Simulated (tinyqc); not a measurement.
Worked calculation: CCD on RHF in the sto-3g basis, frozen core, for BH2+, spin multiplicity 1. One step of it, computed by the program tinyqc.

Problem. CCD: starting amplitudes. t_ij^ab = <ij||ab> / (e_i + e_j - e_a - e_b), whose energy is MP2.

orbital energies (hartree): [-7.937017, -0.970375, -0.816184, -0.244203, -0.165658, 0.248357, 0.282220]

Two-electron integrals over orbitals (pq|rs), unique and non-zero (hartree); the lowest 1 orbital is frozen and left out:
```
(22|22) 0.476552    (32|32) 0.139954    (33|22) 0.465367    (33|33) 0.481528
(42|22) 0.023674    (42|33) 0.018357    (42|42) 0.068505    (43|32) 0.022855
(43|43) 0.031702    (44|22) 0.437719    (44|33) 0.425016    (44|42) -0.072496
(44|44) 0.576938    (52|52) 0.074287    (53|53) 0.019021    (54|52) -0.033245
(54|54) 0.044069    (55|22) 0.471065    (55|33) 0.438090    (55|42) -0.038760
(55|44) 0.506470    (55|55) 0.586773    (62|22) 0.052198    (62|33) 0.014545
(62|42) -0.004649   (62|44) 0.056235    (62|55) 0.099898    (62|62) 0.087628
(63|32) -0.064682   (63|43) -0.026432   (63|63) 0.074043    (64|22) 0.022779
(64|33) 0.002430    (64|42) -0.007196   (64|44) 0.046612    (64|55) 0.041685
(64|62) 0.046382    (64|64) 0.032939    (65|52) 0.050006    (65|54) -0.012278
(65|65) 0.041788    (66|22) 0.483990    (66|33) 0.472836    (66|42) 0.055520
(66|44) 0.410720    (66|55) 0.450785    (66|62) 0.037573    (66|64) 0.014846
(66|66) 0.534600    (72|32) -0.017412   (72|43) -0.033049   (72|63) 0.050628
(72|72) 0.054034    (73|22) 0.034202    (73|33) 0.022108    (73|42) -0.055544
(73|44) 0.100716    (73|55) 0.104892    (73|62) 0.069093    (73|64) 0.039811
(73|66) -0.009140   (73|73) 0.110026    (74|32) -0.071347   (74|43) 0.004551
(74|63) 0.039402    (74|72) 0.004092    (74|74) 0.057519    (75|53) 0.016355
(75|75) 0.018017    (76|32) 0.114026    (76|43) 0.036404    (76|63) -0.078044
(76|72) -0.043806   (76|74) -0.057002   (76|76) 0.121553    (77|22) 0.463000
(77|33) 0.479871    (77|42) 0.000648    (77|44) 0.456977    (77|55) 0.455798
(77|62) 0.012806    (77|64) 0.001600    (77|66) 0.479511    (77|73) 0.031997
(77|77) 0.505535
```

Give: Starting amplitudes; correlation energy.

Solution.

Starting amplitudes (spin orbitals 1a, 1b, ...; amplitudes related by a flip of all spins are not repeated):
```
from      to         t
3a 3b  7a 7b    -0.050
2a 2b  4a 4b    -0.047
2a 2b  5a 5b    -0.046
2a 2b  6a 6b    -0.036
3a 3b  6a 6b    -0.035
2a 3b  4a 7b     0.030
2a 3b  6a 7b    -0.030
3a 3b  4a 4b    -0.028
2a 3b  6b 7a     0.022
2a 2b  7a 7b    -0.022
2a 3b  4b 7a    -0.018
3a 3b  4a 6b     0.016
3a 3b  5a 5b    -0.015
2a 3a  4a 7a     0.012
2a 3a  6a 7a    -0.008
2a 2b  4a 6b  2.39e-03
```

correlation energy = -0.03286 hartree
